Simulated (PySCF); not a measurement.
Cost against result

Saddle point of SiNH$_{6}$F, closed shell (SiNH₄F ([NH2][SiH2][F]) + H₂ → SiNH₅ ([NH2][SiH3]) + HF; bonds formed: Si1–H7, F2–H6; bonds broken: Si1–F2, H6–H7), PBE0-D4/def2-TZVP structure:

```tsv
atom	x (Å)	y (Å)	z (Å)
Si1	0.4253	-0.0694	0.3188
F2	0.1044	-0.9214	-1.4325
H3	1.1602	-1.2931	0.6952
H4	0.9266	0.9938	1.2443
N5	-1.2441	0.1350	0.4676
H6	0.8694	0.0091	-1.4145
H7	1.3155	0.7057	-0.8998
H8	-1.9178	-0.3434	-0.1032
H9	-1.6396	0.7836	1.1242
```

Barriers are electronic and count from the start structure reached by relaxing down the imaginary mode.

PySCF 2.14 with density fitting (its default auxiliary sets; JK sets also for MP2 and CCSD(T)); basis: as named in each row; cores frozen in the correlated methods. B3LYP uses VWN-RPA correlation. Extrapolation: Hartree–Fock as exp(−7.88 √X), correlation as X^−2.97.

Times are rough, for one single point on 4 threads of a shared host (Arm Neoverse V1).

The estimate by CCSD(T) at an estimated basis limit (MP2 extrapolated from triple and quadruple zeta, plus CCSD(T) − MP2 in triple zeta) is 58.76 kcal/mol.

| method | basis | time (s) | barrier (kcal/mol) | method less estimate |
| --- | --- | --- | --- | --- |
| HF | STO-3G | under 1 | 99.97 | 41.21 |
| B3LYP-D4 | 6-31G | 2 | 54.77 | -3.99 |
| PBE0-D4 | def2-SVP | 4 | 48.77 | -9.99 |
| PBE-D4 | def2-SVP | 4 | 44.58 | -14.18 |
| MP2 | def2-QZVPP | 4 | 58.62 | -0.14 |
| SPW92 | def2-TZVPP | 8 | 40.23 | -18.53 |
| BHLYP-D4 | def2-TZVPP | 9 | 61.81 | 3.04 |
| PBE0-D4 | def2-TZVPP | 9 | 52.98 | -5.78 |
| B3LYP-D4 | def2-TZVPP | 9 | 57.03 | -1.73 |
| PBE-D4 | def2-TZVPP | 10 | 48.76 | -10.00 |
| CCSD(T) | def2-SVP | 10 | 57.13 | -1.63 |
| r2SCAN-D4 | def2-TZVPP | 24 | 53.15 | -5.61 |
| wB97M-V | def2-TZVPP | 150 | 56.36 | -2.40 |
| CCSD(T) | def2-TZVPP | 370 | 59.07 | 0.31 |

All methods are single points on the PBE0-D4 structures.

No T1 diagnostic of these runs exceeds 0.013.

Labels in which every atom is bracketed show which atoms are joined, not bond orders.
